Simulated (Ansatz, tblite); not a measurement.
# The cluster CaCl₂: one state, many levels

How do method and basis change the picture of the cluster CaCl₂ (singlet)?

Computed with Ansatz 0.2.0, Gaussian basis. Level: as each input shows.

The runs, in order: GFN1-xTB, GFN2-xTB, PBE-D4/def2-TZVP, r2SCAN-D4/def2-TZVP, r2SCAN0-D4/def2-TZVP, BLYP-D4/def2-TZVP, revPBE-D4/def2-TZVP, HF/def2-TZVP, r2SCANh-D4/def2-TZVP, PBE-D4/def2-SVP, PBE0-D4/def2-SVP, HF/6-31G, B3LYP-D4/6-31G, PBE0-D4/def2-TZVPD, PBE-D4/def2-TZVPD, r2SCAN-D4/def2-TZVPD, CCSD(T)/def2-TZVPP, MP2/def2-TZVP, RPA/def2-TZVP, CCSD(T)/def2-TZVPD.

### 1 The geometry

The singlet was relaxed beforehand with r2SCAN-D4/def2-TZVP. At that level it is the lowest of the isomers that a small search found.

3 atoms, charge 0, spin multiplicity 1.

Bond lengths: Ca1–Cl2 2.461 Å, Ca1–Cl3 2.461 Å. Angles: Cl2–Ca1–Cl3 175.5°.

PBE0-D4/def2-TZVP was run before; its log isn't repeated, and its numbers join the tables.

### 2 GFN1-xTB

Tight binding, by tblite at 300 K electronic temperature and without a spin-polarisation term:

```python
tblite.interface.Calculator('GFN1-xTB', numbers, positions, charge=0, uhf=0).singlepoint()
```

Energy -251.8128 eV, HOMO -12.02 eV, LUMO -8.67 eV; 0.013 s.

### 3 GFN2-xTB

Tight binding, by tblite at 300 K electronic temperature and without a spin-polarisation term:

```python
tblite.interface.Calculator('GFN2-xTB', numbers, positions, charge=0, uhf=0).singlepoint()
```

Energy -262.6674 eV, HOMO -11.37 eV, LUMO -9.02 eV; 0.009 s.

### 4 PBE-D4/def2-TZVP

start.molden holds the orbitals of an earlier run on this state, given as this run's starting guess.

Input file in.yaml:

```yaml
crystal:
  periodic: [false, false, false]
  atoms:
    - {symbol: Ca, position_ang: [0.056615, -0.006107, 0.029984]}
    - {symbol: Cl, position_ang: [-0.940770, -1.840921, 1.332414]}
    - {symbol: Cl, position_ang: [0.884145, 1.847018, -1.362398]}
basis:
  gaussian: {orbitals: def2-TZVP, initial_orbitals: start.molden}
hamiltonian: {xc: pbe, dispersion: d4}
scf: {omitted_lower_state_checks: [starts]}
output: {orbitals: {seedname: orbitals}}
```

Started as:

```
> ansatz run in.yaml --threads 4 --pin off --events-out ev --progress --plain --max-ram 3916MiB
```

Further steps of the session: r2SCAN-D4/def2-TZVP; r2SCAN0-D4/def2-TZVP; BLYP-D4/def2-TZVP; revPBE-D4/def2-TZVP; HF/def2-TZVP; r2SCANh-D4/def2-TZVP; PBE-D4/def2-SVP; PBE0-D4/def2-SVP; HF/6-31G; B3LYP-D4/6-31G; PBE0-D4/def2-TZVPD; PBE-D4/def2-TZVPD; r2SCAN-D4/def2-TZVPD; CCSD(T)/def2-TZVPP; MP2/def2-TZVP; RPA/def2-TZVP; CCSD(T)/def2-TZVPD.

Q: Predict the results of all the runs planned. Wanted: gap in def2-TZVP, named functionals and Hartree-Fock, smallest and largest; correlation energy, CCSD(T)/def2-TZVPP; correlation energy, MP2/def2-TZVP; correlation energy, CCSD(T)/def2-TZVPD; binding an atom, CCSD(T)/def2-TZVPP; PBE0 total energy, smallest basis above largest.

**Answer**, as computed:

```
                                                                  quantity                             value
gap in def2-TZVP, named functionals and Hartree-Fock, smallest and largest  3.90 eV (BLYP-D4), 11.35 eV (HF)
                                    correlation energy, CCSD(T)/def2-TZVPP                         -17.52 eV
                                         correlation energy, MP2/def2-TZVP                         -15.52 eV
                                    correlation energy, CCSD(T)/def2-TZVPD                         -17.50 eV
                                       binding an atom, CCSD(T)/def2-TZVPP                          2.866 eV
                           PBE0 total energy, smallest basis above largest   10.86 eV (def2-SVP, def2-TZVPD)
```

**Reading.** Orbital gaps of the named functionals and Hartree-Fock in def2-TZVP span 3.90 eV (BLYP-D4) to 11.35 eV (HF); exact exchange widens it. A small miss in a minimal or small basis is a cancelling of errors, not accuracy. The functionals in def2-TZVP miss CCSD(T)/def2-TZVPP by +0.156 (BLYP-D4) to +0.381 eV (r2SCAN-D4) an atom. CCSD(T)/def2-TZVPP isn't at the basis-set limit; small misses against it rank nothing.
